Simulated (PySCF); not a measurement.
# PH3 (phosphine) at ADC(2)/cc-pVDZ (root kind ee)

Aim: the vertical excitations of PH3 (phosphine). Input form: a Python script.

The calculation is run with PySCF 2.14.0.

2 further runs of the same task are left out: 2 set aside as unsound or not needed.

### Step 1. The molecule

PH3: 4 atoms, total charge 0, spin state singlet. As SMILES, `P`. Geometry: relaxed at PBE0-D4/def2-TZVP.

Bond lengths: P1–H2 1.420 Å, P1–H3 1.420 Å, P1–H4 1.420 Å. Angles: H2–P1–H3 93.1°, H2–P1–H4 93.1°, H3–P1–H4 93.1°.

### Step 2. The excited states at ADC(2)/cc-pVDZ (root kind ee)

input.py

```python
from pyscf import gto, adc

system = gto.Mole()
system.atom = 'P 0.346000 -0.326500 -0.332800; H 0.630900 -0.034000 1.027000; H -1.005500 -0.663000 -0.057200; H 0.028700 1.023500 -0.636900'
system.verbose = 3
system.basis = 'cc-pvdz'
system.max_memory = 1860
system.build()

mf = system.RHF()
mf.conv_tol = 1e-10
mf.kernel()
if not mf.converged:
    mf = mf.newton().run(mf.mo_coeff, mf.mo_occ)

myadc = adc.ADC(mf, frozen=5)
myadc.method = 'adc(2)'

myadc.method_type = 'ee'
e, vec, osc, x = myadc.kernel(nroots=3)

roots = e * 27.211386
print('root  energy (eV)  strength')
for i, (w, f) in enumerate(zip(roots, osc), 1):
    print('%3d %10.4f %10.5f' % (i, w, f))
```

Started as:

```console
$ OMP_NUM_THREADS=1 python input.py
```

The log of the run:

```text
converged SCF energy = -342.47030923285
MP2 correlation energy of reference state (a.u.) = -0.13482658
root  energy (eV)  strength
  1     8.2048    0.13037
  2     8.2056    0.13042
  3     8.6091    0.15111
```

It took 1.3 s on 1 thread of Arm Neoverse N1, shared host; peak memory 0.13 GiB.

The roots found:

```tsv
excited state	energy (eV)	strength
1	8.205	0.1304
2	8.206	0.1304
3	8.609	0.1511
```

### Step 3. What came out

Level: ADC(2)/cc-pVDZ (root kind ee), 5 core orbitals frozen.

| quantity | value |
| --- | --- |
| dipole moment (Hartree–Fock density) | 0.72 D |
| HOMO energy (Hartree–Fock orbitals) | -10.54 eV |
| LUMO energy (Hartree–Fock orbitals) | 4.68 eV |
| HOMO–LUMO gap (Hartree–Fock orbitals) | 15.21 eV |
| correlation energy (5 core orbitals frozen) | -134.8 mEh |
| lowest excitation energy | 8.20 eV |

In words: The brightest of the 3 transitions from the ground state lies at 8.20 eV (151 nm, f = 0.261, degenerate roots summed). The basis has no diffuse functions, so Rydberg states are missing or pushed up, and the true lowest state may lie lower.
